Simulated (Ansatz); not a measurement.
# SClO2F (SMILES O=S(=O)(F)Cl): entropy by statistical mechanics

A singlet with charge 0, relaxed at PBE0-D4/def2-TZVP (Ansatz 0.2.0):

```xyz
5

O    -0.1235   -0.1627    1.5030
S     0.1002   -0.1451    0.1112
O     1.1580   -0.8289   -0.5222
F    -1.2147   -0.6088   -0.5684
Cl    0.0800    1.7455   -0.5236
```

Harmonic wavenumbers in cm⁻¹: 290, 302, 421, 475, 505, 636, 844, 1265, 1507.

Masses in u: O 15.999, S 32.06, F 18.998, Cl 35.45. Take T = 298.15 K, p = 1 bar, R = 8.3145 J/(mol K), kT/hc = 207.22 cm⁻¹, rigid rotor and harmonic oscillator.

Problem. Compute the standard molar entropy.

Solution. 
1. Translation (Sackur–Tetrode): S = R[3/2 ln M + 5/2 ln T − 1.1517] with M = 118.506 gives 168.4 J/(mol K).
2. Rotation: principal moments 99.815, 175.504, 176.325 u Å² give A, B, C = 0.1689, 0.0961, 0.0956 cm⁻¹; the symmetry number is σ = 1; q = (√π/σ)√((kT/hc)³/ABC) = 134220; S = R(ln q + 3/2) = 110.6.
3. Vibration: with u = ν̃/207.22, each mode gives R[u/(eᵘ − 1) − ln(1 − e⁻ᵘ)]; the sum is 24.0, most from 290 cm⁻¹ (6.2), 302 cm⁻¹ (5.9), 421 cm⁻¹ (3.7).
4. Electronic: R ln 1 = 0.0, from the spin multiplicity alone.
5. Sum: 168.4 + 110.6 + 24.0 + 0.0 = 303.0 J/(mol K).

No measured value is set beside it here.
